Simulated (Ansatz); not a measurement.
Basis-set series for BFH2S, SMILES `FBS`. The species carries charge 0 and has multiplicity 1. Geometry: relaxed with PBE0-D4/def2-TZVP. It is one conformer, not always the lowest.

Z-matrix (Å, degrees):
```
B
F 1 1.322
S 1 1.794 2 117.9
H 1 1.194 2 119.5 3 -180.0
H 3 1.342 1 94.9 2 180.0
```

```
functional       basis  functions  energy (Eh)  HOMO (eV)  LUMO (eV)
   PBE0-D4    def2-SVP         56   -523.67370      -8.24      -0.43
   PBE0-D4  def2-QZVPP        244   -523.98080      -8.38      -0.76
   ωB97M-V    def2-SVP         56   -523.87918     -10.38       1.71
   ωB97M-V  def2-QZVPP        244   -524.18822     -10.57       1.17
```

(1) Give the rows for def2-TZVPP. (Estimate.)

Answers

(1) Ansatz gave: 
```tsv
functional	basis	functions	energy (Eh)	HOMO (eV)	LUMO (eV)
PBE0-D4	def2-TZVPP	132	-523.96183	-8.36	-0.69
ωB97M-V	def2-TZVPP	132	-524.17027	-10.54	1.33
```

Positive LUMOs are unbound and depend on the basis.
